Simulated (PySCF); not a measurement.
## How methods differ on the ionisation energy of N

N [He] 2s2 2p3 (4S) → N+ [He] 2s2 2p2 (3P), as a difference of total energies. All numbers are calculated (PySCF 2.14, scalar relativity by spin-free X2C-1e, in x2c-QZVPPall with one added diffuse shell each of s, p, d, f type (8s5p4d3f1g, 73 functions)). Correlated levels: valence and next inner shell: nothing frozen. The calculations carry no spin-orbit coupling.

Task: Order these methods by the ionisation energy they give, lowest first.
A. UHF
B. MP2 (valence and next inner shell)
C. SCS-MP2 (valence and next inner shell)
D. CCSD (valence and next inner shell)

Result: A (13.888 eV), C (14.358 eV), D (14.485 eV), B (14.628 eV).

A first-order spin-orbit estimate (lowest level to lowest level, LS coupling) adds -0.012 eV.

Errors of the correlated levels include the incompleteness of this basis.

For comparison: 14.534 eV (measured; NIST Atomic Spectra Database, ionization energies).
